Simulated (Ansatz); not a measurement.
Geometry optimisation, Ansatz, RHF/def2-SVP.

Input file:

```yaml
crystal:
  periodic: [false, false, false]
  atoms:
    - { symbol: B, position_ang: [0.0, 0.0, 0.0] }
    - { symbol: F, position_ang: [0.0, 0.0, 1.32] }
    - { symbol: "N", position_ang: [1.3423, 0.0, -0.775] }
    - { symbol: H, position_ang: [1.8089, -0.9179, -1.0268] }
    - { symbol: H, position_ang: [1.7937, 0.9179, -1.0532] }
    - { symbol: H, position_ang: [-1.0305, 0.0, -0.595] }
basis:
  gaussian: { orbitals: def2-SVP }
hamiltonian:
  xc: hf
relax:
  f_tol: 0.02
  max_steps: 40
```

Command:

```bash
$ ansatz run input.yaml --threads 1 --pin off --max-ram 2048MiB --backend cpu --events-out ev --progress --plain --runs-dir out
```

Q: Where does it end, and by what steps?

A: The run converged. After 9 steps the energy has fallen by 1.459 eV; H4 moved furthest, 0.84 Å.

```json
{"step": "0", "energy less start (eV)": "0.0000", "largest force component (eV/Å)": "3.010", "accepted": "yes"}
{"step": "1", "energy less start (eV)": "-0.3743", "largest force component (eV/Å)": "1.363", "accepted": "yes"}
{"step": "2", "energy less start (eV)": "-0.4365", "largest force component (eV/Å)": "0.295", "accepted": "yes"}
{"step": "3", "energy less start (eV)": "-0.5858", "largest force component (eV/Å)": "1.812", "accepted": "yes"}
{"step": "4", "energy less start (eV)": "-0.9000", "largest force component (eV/Å)": "2.106", "accepted": "yes"}
{"step": "5", "energy less start (eV)": "-1.2413", "largest force component (eV/Å)": "1.543", "accepted": "yes"}
{"step": "6", "energy less start (eV)": "-1.4428", "largest force component (eV/Å)": "0.354", "accepted": "yes"}
{"step": "7", "energy less start (eV)": "-1.4591", "largest force component (eV/Å)": "0.102", "accepted": "yes"}
{"step": "8", "energy less start (eV)": "-1.4593", "largest force component (eV/Å)": "0.024", "accepted": "yes"}
{"step": "9", "energy less start (eV)": "-1.4593", "largest force component (eV/Å)": "0.007", "accepted": "yes"}
```

```xyz
6
Properties=species:S:1:pos:R:3
B 0.067 0.013 -0.049
F -0.025 -0.630 1.111
N 1.278 0.014 -0.730
H 2.092 -0.451 -0.384
H 1.405 0.480 -1.603
H -0.902 0.575 -0.475
```

Whether the end is a true minimum wasn't checked by a vibrational analysis.

Run time: 12 s on 1 thread of Arm Neoverse N1 (shared host), peak memory 0.11 GiB.
